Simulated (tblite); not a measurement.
# C6H6BrCl: the cost of one run

Computed with tblite 0.8.0 and PySCF 2.14.0; each step states its level. No surroundings beyond the atoms listed, unless a continuum is named. Atoms count from 0, parts from 1.

### Step 1. The system as given

14 atoms, charge 0, multiplicity 1; geometry: rigid parts in contact. Parts: 1 = atoms 0–1, `ClBr`, charge 0; 2 = atoms 2–13, `c1ccccc1`, charge 0.

### Step 2. Docking the parts with GFN2-xTB

What the job is given:

```
{"job": {"kind": "dock", "xc": "GFN2-xTB", "basis": "xTB"}, "charge": 0, "multiplicity": 1, "parts": [{"atoms": "0-1", "charge": 0, "multiplicity": 1}, {"atoms": "2-13", "charge": 0, "multiplicity": 1}]}
Br     1.067648    -0.018314     0.005135
Cl    -1.067648     0.018314    -0.005135
C     -3.100161     1.977492    -0.764899
C     -3.874668     1.286322     0.151344
C     -3.797710     1.598581     1.498072
C     -2.946176     2.601855     1.928583
C     -2.173140     3.294307     1.012107
C     -2.249805     2.981900    -0.334617
H     -3.158607     1.732453    -1.815550
H     -4.539325     0.503484    -0.184530
H     -4.402044     1.059209     2.213027
H     -2.885005     2.844025     2.979791
H     -1.509850     4.078120     1.348314
H     -1.646095     3.522204    -1.049443
```

Method: GFN2-xTB search for minima from random contacts, gas phase.

Run with:

```sh
OMP_NUM_THREADS=1 python cluster_run.py task.json out
```

The driver reads the jobs from task.json and runs them one after another.

**Question.** How long does this first job take on 1 thread of Intel Xeon at 2.50GHz, shared host?

About 51 s.
